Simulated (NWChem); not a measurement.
# One shape, several levels: triplet C2H4Si

Aim: a comparison of 4 runs (UB3LYP/6-311+G**, UM06-L/6-311+G**, UPBE0/6-311+G**, USVWN5/6-311+G**) of triplet C2H4Si. 

Program for the calculation: NWChem 7.3.0.

### Step 1. Starting point

C2H4Si has 7 atoms, charge 0, and is taken as a triplet. As SMILES of the parent species, `C#C[SiH3]`. Geometry: relaxed at PBE0-D4/def2-TZVP. That shape belongs to the parent species and isn't relaxed for this state.

Bond lengths: C1–C2 1.206 Å, C2–Si3 1.823 Å, C1–H4 1.066 Å, Si3–H5 1.483 Å, Si3–H6 1.483 Å, Si3–H7 1.483 Å. Angles: C1–C2–Si3 180.0°, C2–C1–H4 180.0°, C2–Si3–H5 109.3°, C2–Si3–H6 109.3°, C2–Si3–H7 109.3°, H5–Si3–H6 109.6°, H5–Si3–H7 109.6°, H6–Si3–H7 109.6°.

### Step 2. A single-point energy at UB3LYP/6-311+G(d,p) (run 1)

Input file calc.nw:

```
start calc
memory 2200 mb

geometry units angstrom noautosym nocenter noautoz
  C       -0.580700      -1.871400       0.172200
  C       -0.218500      -0.726500       0.062400
  Si       0.329800       1.004300      -0.103800
  H       -0.901000      -2.883500       0.269300
  H       -0.094500       1.528300      -1.425000
  H       -0.281700       1.818100       0.974900
  H        1.807900       1.062900       0.004400
end

basis spherical bse
  * library 6-311+G**
end

dft
  xc b3lyp
  mult 3
  grid fine
  convergence energy 1e-08
  iterations 100
  mulliken
  print medium
end

task dft energy
```

Started as:

```bash
$ nwchem calc.nw > calc.out
```

What it wrote:

```text
[...]
          Wavefunction type:  spin polarized.
          No. of atoms     :     7
          No. of electrons :    30
[...]
          Charge           :     0
          Spin multiplicity:     3
[...]
          AO basis - number of functions:    98
[...]
              XC Information
              --------------
                         B3LYP Method XC Potential
                     Hartree-Fock (Exact) Exchange  0.200
                        Slater Exchange Functional  0.800 local
                    Becke 1988 Exchange Functional  0.720 non-local
              Lee-Yang-Parr Correlation Functional  0.810
                  VWN I RPA Correlation Functional  0.190 local
[...]
 d= 0,ls=0.0,diis     1   -367.8430301675 -4.51D+02  7.82D-03  1.75D-01     2.4
[...]
 d= 0,ls=0.0,diis    13   -367.8986266958 -5.59D-09  9.66D-07  1.93D-10    27.5
[...]
         Total DFT energy =     -367.898626695776
      One electron energy =     -670.016482703596
           Coulomb energy =      252.325903095837
    Exchange-Corr. energy =      -33.255943839252
 Nuclear repulsion energy =       83.047896751235
[...]
      Total Density - Mulliken Population Analysis
     ---------------------------------------------
    Atom       Charge   Shell Charges
 -----------   ------   -------------------------------------------------------
    1 C    6     6.15   1.10  0.88  0.66  0.80  1.32  0.53  0.71 -0.01  0.12  0.04
    2 C    6     6.26   1.10  0.88  0.64  0.80  1.38  0.70  0.77 -0.15  0.10  0.04
    3 Si  14    13.41   0.79  1.18  0.95  1.04  0.83  0.39  1.98  3.89  0.69  1.31  0.11  0.04  0.04  0.17
    4 H    1     0.82   0.26  0.47  0.06  0.03
    5 H    1     1.12   0.25  0.58  0.28  0.01
    6 H    1     1.12   0.25  0.58  0.27  0.01
    7 H    1     1.12   0.25  0.58  0.27  0.01
[...]
      <S2> =      2.0054 (Exact =     2.0000)
[...]
```

Run time: 29 s. Hardware: 1 thread of Intel Xeon Platinum 8488C (Sapphire Rapids), shared host; peak memory 0.12 GiB.

### Step 3. The energy at UM06-L/6-311+G(d,p) (run 2)

Input file c2h4si.nw:

```
start c2h4si
title "C2H4Si M06-L"
memory 2200 mb

geometry units angstroms noautosym nocenter noautoz
  C     -0.580700    -1.871400     0.172200
  C     -0.218500    -0.726500     0.062400
  Si     0.329800     1.004300    -0.103800
  H     -0.901000    -2.883500     0.269300
  H     -0.094500     1.528300    -1.425000
  H     -0.281700     1.818100     0.974900
  H      1.807900     1.062900     0.004400
end

basis spherical bse
  C library 6-311+G**
  Si library 6-311+G**
  H library 6-311+G**
end

dft
  xc m06-l
  mult 3
  grid fine
  convergence energy 1e-08
  iterations 100
  mulliken
  noprint "final vectors analysis"
end

task dft energy
```

Started as:

```bash
$ nwchem c2h4si.nw > c2h4si.out
```

What it wrote:

```text
[...]
          Wavefunction type:  spin polarized.
          No. of atoms     :     7
          No. of electrons :    30
[...]
          Charge           :     0
          Spin multiplicity:     3
[...]
          AO basis - number of functions:    98
[...]
              XC Information
              --------------
                        M06-L Method XC Functional
                         M06-L Exchange Functional  1.000
                       M06-L Correlation Potential  1.000
[...]
 d= 0,ls=0.0,diis     1   -367.8221359660 -4.51D+02  1.05D-02  9.52D-02     3.0
[...]
 d= 0,ls=0.0,diis    13   -367.8644777821 -6.95D-09  2.60D-06  5.52D-10    35.8
[...]
         Total DFT energy =     -367.864477782121
      One electron energy =     -670.070854831040
           Coulomb energy =      252.411079300328
    Exchange-Corr. energy =      -33.252599002644
 Nuclear repulsion energy =       83.047896751235
[...]
      Total Density - Mulliken Population Analysis
     ---------------------------------------------
    Atom       Charge   Shell Charges
 -----------   ------   -------------------------------------------------------
    1 C    6     5.77   1.10  0.88  0.64  0.79  1.34  0.55  0.79 -0.45  0.07  0.04
    2 C    6     6.45   1.10  0.89  0.62  0.79  1.40  0.73  0.75  0.27 -0.15  0.05
    3 Si  14    13.59   0.79  1.18  0.97  1.02  0.78  0.55  1.96  3.93  0.64  1.39  0.03  0.16  0.03  0.16
    4 H    1     0.76   0.26  0.46  0.01  0.03
    5 H    1     1.15   0.25  0.61  0.28  0.01
    6 H    1     1.14   0.25  0.61  0.26  0.01
    7 H    1     1.15   0.25  0.61  0.27  0.01
[...]
      <S2> =      2.0111 (Exact =     2.0000)
[...]
```

Wall time 37 s (1 thread of Intel Xeon Platinum 8488C (Sapphire Rapids), shared host); peak memory 0.12 GiB.

Run 3 isn't shown in full; the table further down has it.

### Step 4. A single-point energy at USVWN5/6-311+G(d,p) (run 4)

Input file mol.nw:

```
start mol
memory total 2200 mb

geometry noautosym nocenter noautoz
  C    -0.580700   -1.871400    0.172200
  C    -0.218500   -0.726500    0.062400
  Si    0.329800    1.004300   -0.103800
  H    -0.901000   -2.883500    0.269300
  H    -0.094500    1.528300   -1.425000
  H    -0.281700    1.818100    0.974900
  H     1.807900    1.062900    0.004400
end

basis "ao basis" spherical bse
  * library 6-311+G**
end

dft
  xc slater vwn_5
  mult 3
  grid fine
  convergence energy 1e-08
  iterations 100
  mulliken
  print medium
end

task dft energy
```

Started as:

```bash
$ nwchem mol.nw > mol.out
```

What it wrote:

```text
[...]
          Wavefunction type:  spin polarized.
          No. of atoms     :     7
          No. of electrons :    30
[...]
          Charge           :     0
          Spin multiplicity:     3
[...]
          AO basis - number of functions:    98
[...]
              XC Information
              --------------
                        Slater Exchange Functional  1.000 local
                      VWN V Correlation Functional  1.000 local
[...]
 d= 0,ls=0.0,diis     1   -365.8998119604 -4.49D+02  1.28D-02  6.07D-01     1.6
[...]
 d= 0,ls=0.0,diis    14   -365.9553013011 -7.51D-10  1.92D-06  7.42D-11    16.9
[...]
         Total DFT energy =     -365.955301301096
      One electron energy =     -669.927397787553
           Coulomb energy =      252.109441060252
    Exchange-Corr. energy =      -31.185241325029
 Nuclear repulsion energy =       83.047896751235
[...]
      Total Density - Mulliken Population Analysis
     ---------------------------------------------
    Atom       Charge   Shell Charges
 -----------   ------   -------------------------------------------------------
    1 C    6     6.16   1.09  0.90  0.67  0.80  1.30  0.55  0.72 -0.02  0.11  0.04
    2 C    6     6.23   1.09  0.90  0.65  0.79  1.35  0.68  0.80 -0.12  0.06  0.04
    3 Si  14    13.68   0.78  1.19  0.93  1.05  0.86  0.44  1.98  3.87  0.73  1.40  0.20  0.05  0.03  0.16
    4 H    1     0.80   0.25  0.47  0.06  0.03
    5 H    1     1.05   0.23  0.54  0.26  0.01
    6 H    1     1.05   0.23  0.55  0.25  0.01
    7 H    1     1.05   0.23  0.55  0.26  0.01
[...]
      <S2> =      2.0031 (Exact =     2.0000)
[...]
```

Wall time 18 s (1 thread of Intel Xeon Platinum 8488C (Sapphire Rapids), shared host); peak memory 0.12 GiB.

### Step 5. The series

```
run             level  energy (Eh)  dipole moment (D)  HOMO energy (eV)   ⟨S²⟩  wall time
  1  UB3LYP/6-311+G**  -367.898627               0.61             -3.05  2.005       29 s
  2  UM06-L/6-311+G**  -367.864478               0.72                 –  2.011       37 s
  3   UPBE0/6-311+G**  -367.646049               0.67             -3.34  2.007       29 s
  4  USVWN5/6-311+G**  -365.955301               0.20             -2.15  2.003       18 s
```

### Step 6. What came out

| quantity | value |
| --- | --- |
| run 4: total energy | -365.95530 Eh |
| run 4: dipole moment | 0.20 D |
| run 4: HOMO energy (highest over α and β) | -2.15 eV |
| run 4: ⟨S²⟩ | 2.003 |

What this shows: The dipole moment (its size) runs from 0.20 D (USVWN5/6-311+G**) to 0.72 D (UM06-L/6-311+G**). Totals of different functionals can't be ranked against each other. All runs together took 1.9 min, the longest 37 s.
